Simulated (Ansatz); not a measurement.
Reaction (SMILES): Cl[O] (O-Cl) → Cl atom + O atom
B3LYP-D3(BJ)/def2-TZVP geometries, fixed; electronic energies without zero-point terms.

Basis-set convergence of the atomisation energy at CCSD(T) with Ansatz (a first-principles code). All functions are spherical. Cores are frozen. Open shells are unrestricted. No added dispersion term, no relativity. Functions are those of the species that has most. Reference: Hartree-Fock in aug-cc-pV(Q+d)Z plus the correlation part extrapolated as X^-3 from aug-cc-pV(T+d)Z and aug-cc-pV(Q+d)Z, 64.14 kcal/mol, itself unsure by roughly 0.68 kcal/mol (a third of the extrapolation step and of the last Hartree-Fock step). Deviations are taken from unrounded values.

```tsv
basis	functions	atomisation energy (kcal/mol)	minus reference (kcal/mol)
def2-SVP	32	43.98	-20.16
def2-SVPD	50	46.33	-17.81
def2-TZVP	68	57.54	-6.60
def2-TZVPP	73	57.70	-6.45
def2-TZVPD	86	58.63	-5.51
def2-TZVPPD	91	58.74	-5.41
def2-QZVPP	127	61.32	-2.83
def2-QZVPPD	145	61.64	-2.51
```

Of the sets listed that have larger relatives (same family, alike in diffuse functions), none stays within 4 kcal/mol of the reference together with them. Inside, with no larger relative to test it: def2-QZVPP, def2-QZVPPD.
